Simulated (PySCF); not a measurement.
Input of a run (PBE0-D3(BJ)/def2-SVP geometry optimisation, gas phase (PySCF 2.14.0)), started from GFN2-xTB:
```
{"job": {"xc": "PBE0", "basis": "def2-SVP", "d3": "d3bj", "grid": 1, "kind": "geom"}, "charge": 0, "multiplicity": 1}
C      2.512061     0.135691     0.091781
C      1.212831    -0.139412     0.197558
Cl     0.742730    -1.455344     1.225952
C      0.190342     0.607534    -0.505905
C     -1.138977     0.483032    -0.498551
C     -1.980169    -0.487744     0.260280
H      2.854118     0.941241    -0.533015
H      3.259415    -0.427808     0.619961
H      0.617484     1.385694    -1.126412
H     -1.690103     1.175935    -1.121475
H     -3.034156    -0.313547     0.059505
H     -1.739227    -1.512413    -0.018987
H     -1.810740    -0.392375     1.331580
```

Output (energies in Eh, forces in Eh/bohr):
```
step   0  E = -654.23528245  max force = 0.009687
step   1  E = -654.23699010  max force = 0.001586
step   2  E = -654.23700046  max force = 0.000588
step   3  E = -654.23696231  max force = 0.001178
step   4  E = -654.23699697  max force = 0.000585
step   5  E = -654.23700380  max force = 0.000265
optimisation converged
```

Summarise the run.

The energy falls by 1.1 kcal/mol over 6 energy and gradient evaluations, the largest force component goes from 0.0097 to 2.6e-04 Eh/bohr, and the atoms move by 0.047 Å rms after alignment. The bond that changes most is C1–H7 (terminal =CH2 carbon to vinylic hydrogen), which lengthens by 0.017 Å. Bonds longer at the end by more than 0.005 Å: 12 of 12; shorter: 0. Among the angles that change most is C4–C5–H10, from 116.4° to 114.3°. The energy rose by more than 1e-6 Eh at step 3. The first step brought 99 % of the lowering.

What are the final bond lengths?

C1=C2 1.342 Å, C2–Cl3 1.745 Å, C2–C4 1.458 Å, C4=C5 1.346 Å, C5–C6 1.498 Å, C1–H7 1.092 Å, C1–H8 1.090 Å, C4–H9 1.095 Å, C5–H10 1.095 Å, C6–H11 1.098 Å, C6–H12 1.101 Å, C6–H13 1.100 Å. Numbering counts from 1 in the input's order; the species is `C=C(Cl)/C=C\C`.

The run used 123 basis functions and 37 SCF cycles in all.

Stationary, but not proved a minimum. One conformer, not necessarily the lowest.

The values belong to the conformer `[CH2:1]=[C:2]([Cl:3])/[CH:4]=[CH:5]\[CH3:6]`: C1–C2–C4–C5 -179°.
